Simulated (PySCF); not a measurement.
**One molecule, many inputs**

Molecule: `C(C)CCF`, C4H9F; geometry GFN2-xTB.

Geometry:
| atom | x (Å) | y (Å) | z (Å) |
| --- | --- | --- | --- |
| C1 | -1.947 | -0.042 | -0.092 |
| C2 | -0.548 | -0.219 | 0.484 |
| C3 | 0.531 | 0.181 | -0.521 |
| C4 | 1.932 | 0.014 | 0.048 |
| F5 | 2.138 | 0.886 | 1.091 |
| H6 | -2.079 | -0.665 | -0.975 |
| H7 | -2.116 | 0.994 | -0.376 |
| H8 | -2.699 | -0.323 | 0.641 |
| H9 | -0.441 | 0.395 | 1.381 |
| H10 | -0.402 | -1.262 | 0.774 |
| H11 | 0.454 | -0.433 | -1.420 |
| H12 | 0.392 | 1.226 | -0.807 |
| H13 | 2.699 | 0.239 | -0.700 |
| H14 | 2.086 | -0.993 | 0.450 |

All runs: PySCF 2.14.0 with density-fitted response routines, non-relativistic, gas phase unless a solvent (IEF-PCM) is named; grid level 2, GIAOs and SCF threshold 1e-9 unless changed. The yardstick, PBE0/pcSseg-1, gives these isotropic shieldings σ (ppm, equivalent atoms averaged): C3 148.5, C2 162.3, C1 169.9, F5 421.5, H13/H14 26.94, H9/H10 30.16, H11/H12 30.26.

Question: What do these inputs give? (1) LDA/MINI; guess sap; (2) KT2/pcSseg-1; (3) PW91/pcSseg-1; damp 0.3; (4) solvent methanol; WP04/6-31G*

Answer: 
```tsv
run	outcome	functions	wall time	C3	C2	C1	F5	H13/H14	H9/H10	H11/H12
1	converged	34	2.3 s	189.3	196.3	200.0	473.7	26.53	29.07	28.93
2	converged	130	17 s	145.6	159.5	168.3	404.2	26.72	30.03	30.11
3	converged	130	22 s	140.4	154.8	163.9	404.8	26.70	30.04	30.13
4	converged	88	9.1 s	151.8	161.8	170.1	427.1	27.95	30.96	30.98
```

Times are on 1 thread of an Intel Xeon Platinum 8488C, shared host.

Question: Comment on the technical settings and failures.

Answer: 
- Run 1: The functional and orbital basis differ from the yardstick's, which in itself moves the values. The starting guess changes the path of the SCF (11 cycles), not the solution, provided the same state is reached. With 34 functions the basis is far too small for magnetic properties.
- Run 3: The functional differs from the yardstick's, which in itself moves the values. The damping changes the path of the SCF (14 cycles), not the solution, provided the same state is reached.

Run 1 was set up unsoundly or failed; its numbers aren't to be quoted as properties of the molecule.
